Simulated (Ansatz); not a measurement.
Abridged output of a molecular run in Ansatz:

```
Functional definition: HF
838 factors; integrals over basis functions are off by at most 1.5e-3 eV
mean field evaluation 1: about -15653.6322 eV, gradient 2.8e1 eV
mean field evaluation 2: about -15653.7287 eV, gradient 2.9e1 eV
mean field evaluation 4: about -15655.8865 eV, gradient 3.4e0 eV
mean field evaluation 8: about -15655.9263 eV, gradient 1.9e-1 eV
mean field -15655.92655874 eV, -575.3446890654 hartree, gradient 2.9e-6 eV, S^2 0.000000; 0 other end points of the search recorded, 0 dependent functions left out
8 core orbitals not correlated: weight in the atoms' cores, before any rotation towards them, 1.000 or more for the frozen orbitals, at most 0.000 for the correlated occupied ones
reference -15655.92655874 eV, -575.3446890654 hartree; 13, 13 occupied and 64, 64 virtual orbitals, 838 factors
second order -16.39811884 eV of doubles, -0.00000000 eV of singles
cycle   1  -17.11731740 eV  change   -7.2e-1 eV  update   8.5e-2
cycle   2  -17.52298727 eV  change   -4.1e-1 eV  update   2.5e-2
cycle   3  -17.61322440 eV  change   -9.0e-2 eV  update   1.2e-2
cycle   4  -17.61281810 eV  change    4.1e-4 eV  update   2.4e-3
cycle   5  -17.61269507 eV  change    1.2e-4 eV  update   9.8e-4
cycle   6  -17.61277626 eV  change   -8.1e-5 eV  update   3.1e-4
cycle   7  -17.61264645 eV  change    1.3e-4 eV  update   1.2e-4
cycle   8  -17.61261404 eV  change    3.2e-5 eV  update   4.0e-5
cycle   9  -17.61261743 eV  change   -3.4e-6 eV  update   1.5e-5
perturbative correction -0.44616870 eV, -0.0163963974 hartree
Total energy: -15673.98534487 eV, -576.0083372151 hartree
```

Its atoms:

Z-matrix (Å, degrees):
```
C
C 1 1.506
H 1 1.090 2 110.4
H 1 1.092 2 110.3 3 120.3
H 1 1.092 2 109.7 3 -120.3
F 2 1.384 1 108.6 3 176.4
S 2 1.800 1 114.3 3 -59.1
H 2 1.094 1 111.4 3 58.9
H 7 1.344 2 96.1 1 -45.3
```

(1) Which basis set was used?
A. def2-TZVPP
B. def2-TZVPPD
C. def2-SVP
D. def2-QZVPP

(2) Write the keys of the input that set method, charge and spin (a neutral closed shell needs none for the last two).

## Answers

(1) C. It gives 85 functions.

(2) 
```yaml
correlation: {method: ccsd_t}
```
